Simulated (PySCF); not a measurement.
Difluoroacetylene, C2F2.
SMILES: `FC#CF`

Method: PBE0-D3(BJ)/def2-SVP geometry optimisation, gas phase in PySCF.

Take the most abundant isotopes and a rigid rotor. 

What are the moment of inertia and the rotational constant?

I = 142.347 u·Å², B = 505379 MHz·u·Å²/I = 3550 MHz (0.1184 cm⁻¹, or 0.170 K as hB/k).

List the first levels of a rigid rotor in a Σ state.

E(J) = BJ(J+1): J = 1: 0.237, J = 2: 0.711, J = 3: 1.421, J = 4: 2.369, J = 5: 3.553, J = 6: 4.974 cm⁻¹.

Has it a pure rotational spectrum?

Not by electric dipole: D∞h allows no dipole (computed 0.00 D). Rotational Raman lines (ΔJ = 2) lie at B(4J + 6), spaced by 4B = 0.474 cm⁻¹, with nuclear-spin weights that differ between even and odd J.

Estimate the classical rotational partition function at 25 K, 298.15 K and 500 K.

Point group D∞h, symmetry number σ = 2; q = kT/(σhB), k/h = 20836.6 MHz/K: 73.4 at 25 K, 875 at 298.15 K, 1470 at 500 K.

Stationary, but not proved a minimum. No vibrational averaging or centrifugal distortion is included, and the geometry carries the error of its method.
